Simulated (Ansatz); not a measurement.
A made-up structure of BSiH4O, doublet:

| atom | x (Å) | y (Å) | z (Å) |
| --- | --- | --- | --- |
| B1 | 0.7001 | -0.1531 | 0.4720 |
| Si2 | -0.9605 | 0.2193 | -0.6489 |
| O3 | 0.6389 | -1.6395 | 0.6636 |
| H4 | -1.8695 | -0.7839 | -1.0773 |
| H5 | -1.1623 | 1.5834 | -0.9877 |
| H6 | 0.6148 | 0.4536 | 1.4452 |
| H7 | 1.6164 | 0.2106 | -0.1201 |

It is relaxed with PBE-D4/def2-SVP and then PBE0-D4/def2-TZVP (Ansatz 0.2.0). Atoms count as bonded within 1.22 times the sum of their covalent radii (H–H: 0.88 Å). The end point is not checked to be a true minimum.

(1) Does its bonding change? (A judgement: the text doesn't fix the answer.)

Answers

(1) The calculation gives: Yes. Formed: Si2–H7; broken: B1–H7.

Where it ends: The first stage lowers the energy by 3.40 eV in 23 steps. It ends as BSiH₄O ([O][BH][SiH3]):
B1  (0.547, -0.358, 1.023)
Si2  (-0.464, 0.215, -0.737)
O3  (0.300, -1.564, 1.264)
H4  (-1.272, -0.903, -1.271)
H5  (-1.324, 1.374, -0.381)
H6  (1.209, 0.497, 1.557)
H7  (0.582, 0.631, -1.708)
(Å)

Labels in which every atom is bracketed show which atoms are joined, not bond orders.

For scale, one of the runs: PBE0-D4/def2-TZVP relaxation, 123 basis functions, launched by `ansatz run in.yaml --threads 2 --pin off --events-out ev --progress --plain --max-ram 4352MiB`. The run took about 17 s on 2 CPU threads of an Arm Neoverse V2 (shared host).
